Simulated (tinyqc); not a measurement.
Worked calculation: UHF in the sto-3g basis, for LiH, spin multiplicity 3. This run ends on a higher stationary point, not on the lowest solution. One step of it, computed by the program tinyqc.

Question. Iteration 1: building the Fock matrix. J_ij = sum D_kl (ij|kl) with D = D(alpha) + D(beta), K_ij = sum D_kl (ik|jl) for each spin; F = H + J - K(s); E = tr D H + tr D J / 2 - 0.5 sum_s tr D(s) K(s) + E_nn.

D(alpha) at the start, lower triangle:
```
            1Li 1s     1Li 2s   1Li 2px   1Li 2py    1Li 2pz     2H 1s
1Li 1s    0.040230
1Li 2s   -0.220627   1.285996
1Li 2px   0.000000   0.000000  0.210551
1Li 2py   0.000000   0.000000  0.407700  0.789449
1Li 2pz   0.004700   0.299879  0.000000  0.000000   1.395360
2H 1s     0.119692  -0.922414  0.000000  0.000000  -1.125309  1.286694
```

D(beta) at the start, lower triangle:
```
            1Li 1s     1Li 2s   1Li 2px   1Li 2py    1Li 2pz     2H 1s
1Li 1s    0.005054
1Li 2s   -0.046045   0.419528
1Li 2px   0.000000   0.000000  0.000000
1Li 2py   0.000000   0.000000  0.000000  0.000000
1Li 2pz  -0.077917   0.709920  0.000000  0.000000   1.201316
2H 1s     0.079162  -0.721258  0.000000  0.000000  -1.220502  1.239995
```

core Hamiltonian H = T + V (hartree), lower triangle:
```
            1Li 1s     1Li 2s    1Li 2px    1Li 2py    1Li 2pz      2H 1s
1Li 1s   -4.745529
1Li 2s   -1.066424  -1.400396
1Li 2px   0.000000   0.000000  -1.139665
1Li 2py   0.000000   0.000000   0.000000  -1.139665
1Li 2pz  -0.016953  -0.124396   0.000000   0.000000  -1.239666
2H 1s    -0.330455  -0.718997   0.000000   0.000000  -0.858784  -1.481693
```

Two-electron integrals (ij|kl) in chemists' order, unique and non-zero (hartree):
```
(11|11) 1.680395   (21|11) 0.265420   (21|21) 0.049941   (22|11) 0.397727
(22|21) 0.092860   (22|22) 0.290562   (31|31) 0.008981   (32|31) 0.013788
(32|32) 0.064184   (33|11) 0.396640   (33|21) 0.092880   (33|22) 0.290497
(33|33) 0.312946   (41|41) 0.008981   (42|41) 0.013788   (42|42) 0.064184
(43|43) 0.016869   (44|11) 0.396640   (44|21) 0.092880   (44|22) 0.290497
(44|33) 0.279207   (44|44) 0.312946   (51|51) 0.008981   (52|51) 0.013788
(52|52) 0.064184   (53|53) 0.016869   (54|54) 0.016869   (55|11) 0.396640
(55|21) 0.092880   (55|22) 0.290497   (55|33) 0.279207   (55|44) 0.279207
(55|55) 0.312946   (61|11) 0.077848   (61|21) 0.014715   (61|22) 0.027806
(61|33) 0.027479   (61|44) 0.027479   (61|51) 0.001737   (61|52) 0.003345
(61|55) 0.028476   (61|61) 0.004739   (62|11) 0.157206   (62|21) 0.037019
(62|22) 0.119489   (62|33) 0.113682   (62|44) 0.113682   (62|51) 0.006055
(62|52) 0.034470   (62|55) 0.130979   (62|61) 0.012970   (62|62) 0.077869
(63|31) 0.003219   (63|32) 0.014293   (63|53) 0.005529   (63|63) 0.006090
(64|41) 0.003219   (64|42) 0.014293   (64|54) 0.005529   (64|64) 0.006090
(65|11) 0.187528   (65|21) 0.044682   (65|22) 0.149947   (65|33) 0.139990
(65|44) 0.139990   (65|51) 0.009440   (65|52) 0.052712   (65|55) 0.169672
(65|61) 0.016391   (65|62) 0.107673   (65|65) 0.151543   (66|11) 0.337920
(66|21) 0.081053   (66|22) 0.284846   (66|33) 0.260308   (66|44) 0.260308
(66|51) 0.015916   (66|52) 0.106952   (66|55) 0.333480   (66|61) 0.029918
(66|62) 0.228503   (66|65) 0.329214   (66|66) 0.774606
```

nuclear repulsion = 1.01830124 hartree

Give: Coulomb J; exchange K(alpha); exchange K(beta); F(alpha); F(beta); total energy of this density.

Answer.

Coulomb J (hartree), lower triangle:
```
         1Li 1s  1Li 2s  1Li 2px  1Li 2py  1Li 2pz   2H 1s
1Li 1s   1.5276
1Li 2s   0.3571  1.1433
1Li 2px  0.0000  0.0000   1.1134
1Li 2py  0.0000  0.0000   0.0138   1.1329
1Li 2pz  0.0032  0.0386   0.0000   0.0000   1.1830
2H 1s    0.1090  0.5351   0.0000   0.0000   0.6994  1.4712
```

exchange K(alpha) (hartree), lower triangle:
```
          1Li 1s   1Li 2s  1Li 2px  1Li 2py  1Li 2pz   2H 1s
1Li 1s    0.0299
1Li 2s    0.0312   0.2995
1Li 2px   0.0000   0.0000   0.1494
1Li 2py   0.0000   0.0000   0.1207   0.3208
1Li 2pz  -0.0093  -0.1253   0.0000   0.0000   0.2485
2H 1s     0.0017   0.0125   0.0000   0.0000   0.0236  0.2182
```

exchange K(beta) (hartree), lower triangle:
```
          1Li 1s  1Li 2s  1Li 2px  1Li 2py  1Li 2pz   2H 1s
1Li 1s    0.0085
1Li 2s    0.0077  0.0366
1Li 2px   0.0000  0.0000   0.0199
1Li 2py   0.0000  0.0000   0.0000   0.0199
1Li 2pz  -0.0015  0.0238   0.0000   0.0000   0.1008
2H 1s    -0.0024  0.0049   0.0000   0.0000   0.0093  0.1959
```

F(alpha) (hartree), lower triangle:
```
          1Li 1s   1Li 2s  1Li 2px  1Li 2py  1Li 2pz    2H 1s
1Li 1s   -3.2478
1Li 2s   -0.7405  -0.5565
1Li 2px   0.0000   0.0000  -0.1757
1Li 2py   0.0000   0.0000  -0.1070  -0.3275
1Li 2pz  -0.0044   0.0395   0.0000   0.0000  -0.3051
2H 1s    -0.2232  -0.1964   0.0000   0.0000  -0.1829  -0.2288
```

F(beta) (hartree), lower triangle:
```
          1Li 1s   1Li 2s  1Li 2px  1Li 2py  1Li 2pz    2H 1s
1Li 1s   -3.2264
1Li 2s   -0.7170  -0.2937
1Li 2px   0.0000   0.0000  -0.0462
1Li 2py   0.0000   0.0000   0.0138  -0.0267
1Li 2pz  -0.0122  -0.1096   0.0000   0.0000  -0.1575
2H 1s    -0.2191  -0.1889   0.0000   0.0000  -0.1687  -0.2064
```

total energy of this density = -1.494524 hartree
